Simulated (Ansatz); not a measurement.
Input for Ansatz (development build ahead of 0.2.0):

```yaml
crystal:
  periodic: [false, false, false]
  atoms:
    - { symbol: "N", position_ang: [0.0, 0.0, 0.0] }
    - { symbol: Na, position_ang: [0.76311, 1.01747, 2.2029] }
basis:
  gaussian: { orbitals: STO-3G }
hamiltonian:
  xc: hf
correlation:
  method: fci
  frozen_orbitals: { "N": 1, Na: 1 }
```

The input is written out in the form of the current development build from the run's settings.

Output:

```yaml
Converged: yes
Total_energy: -213.41036 hartree
State: lowest singlet root, of any spatial symmetry
```
